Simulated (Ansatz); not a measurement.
These are frozen-core CCSD(T)/def2-TZVPP // B3LYP-D3(BJ)/def2-TZVP (Ansatz, a quantum-chemistry and plane-wave program) values and carry that method's errors.

Ansatz 0.2 input:
```yaml
crystal:
  periodic: [false, false, false]
  atoms:
    - { symbol: C, position_ang: [0.662108, -0.235311, -0.019567] }
    - { symbol: C, position_ang: [-0.602229, 0.13202, 0.02598] }
    - { symbol: F, position_ang: [-0.977304, 1.422809, -0.071489] }
    - { symbol: H, position_ang: [1.456807, 0.488268, -0.137505] }
    - { symbol: H, position_ang: [0.914727, -1.282126, 0.062019] }
    - { symbol: H, position_ang: [-1.45411, -0.52566, 0.140563] }
basis:
  gaussian: { orbitals: def2-TZVPP }
correlation:
  method: ccsd_t
```

Output:

```
Functional definition: HF
824 factors; integrals over basis functions are off by at most 9.9e-4 eV
mean field evaluation 1: about -4813.5476 eV, gradient 2.8e1 eV
mean field evaluation 2: about -4813.5531 eV, gradient 2.8e1 eV
mean field evaluation 4: about -4815.3584 eV, gradient 2.9e0 eV
mean field evaluation 8: about -4815.3883 eV, gradient 3.5e-4 eV
mean field evaluation 16: about -4815.3831 eV, gradient 2.5e-1 eV
mean field -4815.38825219 eV, -176.9622542807 hartree, gradient 1.9e-6 eV, S^2 0.000000; 0 other end points of the search recorded, 0 dependent functions left out
3 core orbitals not correlated
reference -4815.38825219 eV, -176.9622542807 hartree; 9, 9 occupied and 123, 123 virtual orbitals, 824 factors
second order -15.58214760 eV of doubles, -0.00000000 eV of singles
cycle   1  -15.67754159 eV  change   -9.5e-2 eV  update   8.3e-2
cycle   2  -16.03148910 eV  change   -3.5e-1 eV  update   2.7e-2
cycle   3  -16.12683274 eV  change   -9.5e-2 eV  update   1.4e-2
cycle   4  -16.12070634 eV  change    6.1e-3 eV  update   3.5e-3
cycle   5  -16.11951955 eV  change    1.2e-3 eV  update   1.4e-3
cycle   6  -16.12034794 eV  change   -8.3e-4 eV  update   3.1e-4
cycle   7  -16.12023978 eV  change    1.1e-4 eV  update   9.4e-5
cycle   8  -16.12020604 eV  change    3.4e-5 eV  update   2.7e-5
cycle   9  -16.12020778 eV  change   -1.7e-6 eV  update   1.2e-5
perturbative correction -0.60547343 eV, -0.0222507381 hartree
Total energy: -4832.11393341 eV, -177.5769117282 hartree
```

Cost: around 15 core-seconds (rough).
